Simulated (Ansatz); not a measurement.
Start from `C#CC(C)N` and change one atom or group to get `COC(C)N`.

Ansatz, PBE0-D4/def2-TZVP geometries, multiplicity 1. Each molecule was computed in one conformer, which needn't be the lowest.

| property | `C#CC(C)N` |
| --- | --- |
| LUMO energy (ωB97M-V/def2-TZVPP) / eV | 2.34 |
| HOMO energy (PBE/def2-TZVPP) / eV | -5.74 |
| HOMO–LUMO gap (PBE0/def2-TZVPP) / eV | 7.98 |
| size of the dipole moment (B3LYP/def2-TZVPP) / D | 0.60 |
| HOMO energy (ωB97M-V/def2-TZVPP) / eV | -9.55 |
| size of the dipole moment (PBE/def2-TZVPP) / D | 0.51 |

(1) What does the change do to each property? (Estimate.)

Results:

(1) Computed: 
| property | `COC(C)N` | shift |
| --- | --- | --- |
| LUMO energy (ωB97M-V/def2-TZVPP) / eV | 2.69 | 0.35 |
| HOMO energy (PBE/def2-TZVPP) / eV | -5.65 | 0.09 |
| HOMO–LUMO gap (PBE0/def2-TZVPP) / eV | 8.48 | 0.50 |
| size of the dipole moment (B3LYP/def2-TZVPP) / D | 0.85 | 0.25 |
| HOMO energy (ωB97M-V/def2-TZVPP) / eV | -9.64 | -0.09 |
| size of the dipole moment (PBE/def2-TZVPP) / D | 0.73 | 0.22 |

The zero-point energy changes by 61.4 kJ/mol with +6 modes. Dipoles are sizes alone; their direction can turn.

Positive LUMOs are unbound, so they and the gaps depend on the basis.

B3LYP here is the variant with VWN-RPA as its local correlation; programs differ in this.
